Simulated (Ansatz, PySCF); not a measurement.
Molecule: CH₆Si (charge 0, singlet). 
Structure (B3LYP-D3(BJ)/def2-TZVP (Ansatz, an electronic-structure program) minimum search):
```xyz
8

C      0.0034    -0.0064    -1.2421
Si    -0.0017     0.0033     0.6340
H      0.0118    -1.0282    -1.6256
H     -0.8824     0.4951    -1.6359
H      0.8840     0.5079    -1.6311
H     -0.0132     1.3943     1.1492
H     -1.2005    -0.6969     1.1567
H      1.2042    -0.6795     1.1632
```

Total electronic energies in hartree. Correlated levels leave the core frozen unless marked. Spin-orbit coupling is left out. No relativistic terms. FCI takes restricted orbitals. CBS(X,Y): correlation extrapolated as X^-3; Hartree-Fock from the larger set. The bracket is a focal-point correction in the basis named.

| level | program | energy (Eh) |
|---|---|---|
| HF/def2-SVPD | Ansatz | -330.17615 |
| HF-D4/def2-TZVPD | PySCF + dftd4 | -330.33475 |
| revPBE-D3(BJ)/def2-TZVPD | Ansatz + dftd3 | -331.16517 |
| BP86-D3(BJ)/def2-TZVPD | PySCF + dftd3 | -331.26392 |
| TPSS-D3(BJ)/def2-TZVPD | PySCF + dftd3 | -331.27436 |
| M06-L/def2-TZVPD | PySCF | -331.22775 |
| PBE0-D3(BJ)/def2-TZVP | Ansatz + dftd3 | -331.05359 |
| PBE0-D4/def2-TZVPD | Ansatz + dftd4 | -331.05339 |
| PBE0/def2-TZVP | Ansatz | -331.05003 |
| BHLYP-D3(BJ)/def2-TZVPD | Ansatz + dftd3 | -331.20849 |
| HSE06-D4/def2-TZVPD | Ansatz + dftd4 | -331.04323 |
| MP2/6-31G | Ansatz | -330.35892 |
| MP2/def2-SVP | Ansatz | -330.43058 |
| MP2/def2-SVPD | Ansatz | -330.44576 |
| RI-MP2/aug-cc-pV(T+d)Z | Ansatz | -330.64964 |
| SCS-MP2/6-31G | Ansatz | -330.36862 |
| SCS-MP2/def2-SVP | Ansatz | -330.44282 |
| CCSD/STO-3G | Ansatz | -326.64031 |
| CCSD/cc-pV(T+d)Z | Ansatz | -330.68294 |
| CCSD(T)/aug-cc-pV(D+d)Z | Ansatz | -330.62284 |
| FCI/STO-3G | Ansatz | -326.64138 |
| RI-MP2/CBS(def2-TZVPPD,def2-QZVPPD)+[CCSD(T)-MP2]/def2-SVPD | Ansatz | -330.7372 |
| RI-MP2/CBS(def2-TZVPPD,def2-QZVPPD)+[CCSD(T)-MP2]/def2-TZVPPD | Ansatz | -330.7369 |

Totals of different functionals don't rank their quality; only differences between species are comparable.
